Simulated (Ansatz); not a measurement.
Basis-set extrapolation for `CCCCC(C)C` (PBE0-D4/def2-TZVP geometry, frozen core, the Gaussian-basis code of Ansatz). Multiplicity 1, RHF reference.

```tsv
	def2-TZVPP	def2-QZVPP
HF	-274.503551	-274.516663
MP2 correlation	-1.242458	-1.318834
CCSD(T) correlation	-1.375019	not run
```

Energies in hartree. Use E(X) = E(∞) + A·exp(−7.88·√X) for Hartree–Fock and E(X) = E(∞) + B·X^(−2.97) for correlation, with X = 3 and 4, and add CCSD(T) minus MP2 of the smaller set to the MP2 limit.

Problem. What is the CCSD(T) energy at the basis-set limit?

Solution. HF limit: -274.516663 + (-0.013112) × 0.13774 = -274.51847. MP2 limit: -1.318834 + (-0.076376) × 0.74074 = -1.37541. Higher-order term: -1.375019 − (-1.242458) = -0.13256. Total: -276.02644 hartree, 388.2 kJ/mol below CCSD(T)/def2-TZVPP.
